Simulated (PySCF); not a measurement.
Species, as SMILES: C=C=O.
Geometry (B3LYP-D3(BJ)/def2-TZVP, fixed):
```xyz
5

C      0.0091     0.0017    -1.2056
C     -0.0008    -0.0001     0.1027
H      0.0282     0.9401    -1.7377
H     -0.0018    -0.9351    -1.7406
O     -0.0096    -0.0018     1.2620
```
Charge 0, spin multiplicity 1.

Basis-set convergence of the isotropic shielding of C1 at PBE with PySCF. GIAO, no density fitting; atoms are numbered in the order shown. All functions are spherical. No added dispersion term, no relativity. Reference: the value in pcseg-3, 186.02 ppm, itself unsure by roughly 1.07 ppm (its distance from pcSseg-2).

```json
[
 {"basis": "3-21G", "functions": "31", "isotropic shielding of C1 (ppm)": "198.81"},
 {"basis": "6-31G", "functions": "31", "isotropic shielding of C1 (ppm)": "193.68"},
 {"basis": "pcSseg-1", "functions": "61", "isotropic shielding of C1 (ppm)": "183.89"},
 {"basis": "6-311G**", "functions": "66", "isotropic shielding of C1 (ppm)": "___"},
 {"basis": "6-311+G**", "functions": "78", "isotropic shielding of C1 (ppm)": "___"},
 {"basis": "aug-cc-pVDZ", "functions": "87", "isotropic shielding of C1 (ppm)": "196.44"},
 {"basis": "def2-TZVPPD", "functions": "148", "isotropic shielding of C1 (ppm)": "___"},
 {"basis": "6-311++G(3df,3pd)", "functions": "153", "isotropic shielding of C1 (ppm)": "188.02"},
 {"basis": "def2-QZVPPD", "functions": "258", "isotropic shielding of C1 (ppm)": "___"}
]
```

**Question.** What belongs in the gaps?

**Answer.** 
- 6-311G**, isotropic shielding of C1 (ppm): 187.76
- 6-311+G**, isotropic shielding of C1 (ppm): 187.95
- def2-TZVPPD, isotropic shielding of C1 (ppm): 188.77
- def2-QZVPPD, isotropic shielding of C1 (ppm): 186.35
